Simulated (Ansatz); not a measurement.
# C5H5−: basis-set convergence

One table from this session's results is given with a row withheld; the runs are named, their logs left out.

Computed with Ansatz 0.2.0, Gaussian basis. Level: one geometry, several basis sets.

Plan: PBE0-D4/def2-SVPD; ωB97M-V/def2-SVPD; PBE0-D4/def2-QZVPPD; ωB97M-V/def2-QZVPPD; the functionals' def2-TZVPPD values are taken from earlier runs.

**The geometry**

The geometry comes from an earlier relaxation with PBE0-D4 in a triple-zeta def2 set; it is a stationary point, not always the lowest conformer.

SMILES `c1cc[cH-]c1`, 10 atoms, charge -1, spin multiplicity 1.

Atoms are counted from 1 here; the program's logs count them from 0.

Bond lengths: C1–C2 1.408 Å, C1–C5 1.408 Å, C1–H6 1.086 Å, C2–C3 1.408 Å, C2–H7 1.086 Å, C3–C4 1.408 Å, C3–H8 1.086 Å, C4–C5 1.408 Å, C4–H9 1.086 Å, C5–H10 1.086 Å. Angles: C2–C1–C5 108.0°, C2–C1–H6 126.0°, C5–C1–H6 126.0°, C1–C2–C3 108.0°, C1–C2–H7 126.0°, C3–C2–H7 126.0°, C2–C3–C4 108.0°, C2–C3–H8 126.0°, C4–C3–H8 126.0°, C3–C4–C5 108.0°, C3–C4–H9 126.0°, C5–C4–H9 126.0°, C1–C5–C4 108.0°, C1–C5–H10 126.0°, C4–C5–H10 126.0°.

Set-up of the first run:

Input file in.yaml:

```yaml
crystal:
  periodic: [false, false, false]
  atoms:
    - {symbol: C, position_ang: [-0.093534, 0.500195, -1.083874]}
    - {symbol: C, position_ang: [-0.154899, -0.877159, -0.800190]}
    - {symbol: C, position_ang: [-0.002210, -1.042315, 0.589327]}
    - {symbol: C, position_ang: [0.153542, 0.232978, 1.164403]}
    - {symbol: C, position_ang: [0.097090, 1.186305, 0.130319]}
    - {symbol: H, position_ang: [-0.178352, 0.953677, -2.066675]}
    - {symbol: H, position_ang: [-0.295329, -1.672479, -1.525780]}
    - {symbol: H, position_ang: [-0.004231, -1.987377, 1.123729]}
    - {symbol: H, position_ang: [0.292798, 0.444238, 2.220203]}
    - {symbol: H, position_ang: [0.185123, 2.261948, 0.248536]}
basis:
  gaussian: {orbitals: def2-SVPD}
total_charge: -1
hamiltonian: {xc: pbe0, dispersion: d4}
output: {orbitals: {seedname: orbitals}}
```

Started as:

```
$ ansatz run in.yaml --threads 2 --pin off --events-out ev --progress --plain --max-ram 32768MiB --backend cpu
```

Steps of the session up to this table: PBE0-D4 in def2-SVPD; ωB97M-V in def2-SVPD; PBE0-D4 in def2-QZVPPD; ωB97M-V in def2-QZVPPD.

One of the session's tables, all rows but one given; the rest of the session is left out.

It belongs to the step «Density functionals: the series». 

| functional | basis | HOMO (eV) | LUMO (eV) |
| --- | --- | --- | --- |
| PBE0-D4 | def2-SVPD | 0.06 | 5.63 |
| PBE0-D4 | def2-TZVPPD | ? | ? |
| PBE0-D4 | def2-QZVPPD | -0.05 | 4.14 |
| ωB97M-V | def2-SVPD | -2.08 | 6.58 |
| ωB97M-V | def2-TZVPPD | -2.12 | 5.01 |
| ωB97M-V | def2-QZVPPD | -2.15 | 4.66 |

Estimate the missing values for PBE0-D4, def2-TZVPPD.

As computed: HOMO (eV): 0.00; LUMO (eV): 4.39. In the column «HOMO (eV)» it lies between PBE0-D4, def2-QZVPPD (-0.05) and PBE0-D4, def2-SVPD (0.06).
